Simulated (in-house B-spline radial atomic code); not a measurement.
The numbers below are computed, except where a source is named.
## N ion on N atom: potential, deflection and energy transfer

The pair potential comes from two frozen, spherical free-atom densities (PBE, B-spline radial code, scalar-relativistic past argon): electrostatics plus the change in Thomas-Fermi kinetic and Dirac exchange energy where they overlap, the recipe behind the universal ZBL potential, which averages such potentials (from solid-state densities) over many pairs. It is written V = (Z1 Z2 e²/r) φ(r/a), with e² = 14.3996 eV·Å and a = 0.46850 Å/(Z1^0.23 + Z2^0.23); ZBL's fit is φ = 0.18175 e^(−3.1998x) + 0.50986 e^(−0.94229x) + 0.28022 e^(−0.4029x) + 0.02817 e^(−0.20162x). Where φ falls below 4e-4 it is continued as an exponential.

Masses 14.01 and 14.01 u.

| x = r/a | φ, this pair | φ, ZBL |
| --- | --- | --- |
| 0.1 | 0.915 | 0.8928 |
| 0.5 | 0.6595 | 0.6096 |
| 1.5 | 0.3536 | 0.2995 |
| 3 | 0.1675 | 0.1292 |
| 5 | 0.0639 | 0.05224 |
| 8 | 0.0195 | 0.01705 |
| 12 | 0.004402 | 0.00474 |

At x = 3 the electrostatic, kinetic and exchange parts are 107.79, 182.45 and -27.15 eV. Find r, V and φ.

a = 0.46850/(1.5645 + 1.5645) = 0.14973 Å, so r = 0.44919 Å. V = 107.79 + 182.45 + (-27.15) = 263.09 eV. The bare repulsion is 7 × 7 × 14.3996/0.44919 = 1570.8 eV, so φ = 0.1675, +29.6 % against ZBL's 0.1292. The kinetic (Pauli) term is 69 % of V here.

The ion comes in at 0.9425 keV with impact parameter 0.7486 Å. The scattering integral gives a centre-of-mass angle of 13.07° and a closest approach of 5.288 a. What are the reduced energy, the energy passed on and the laboratory angles?

ε = E a M2/(Z1 Z2 e² (M1 + M2)) = 942.5 × 1.0610e-04 = 0.1. The most that one collision can pass on is γE with γ = 4 M1 M2/(M1 + M2)² = 1.0000. Here T = γE sin²(θ/2) = 1.0000 × 942.5 × 0.01295 = 12.21 eV. The ion turns by arctan(sin θ/(cos θ + M1/M2)) = 6.5°, and the struck atom leaves at (180° − θ)/2 = 83.5°. The closest approach is 0.792 Å. With ZBL the angle would be 10.78° and T = 8.321 eV.
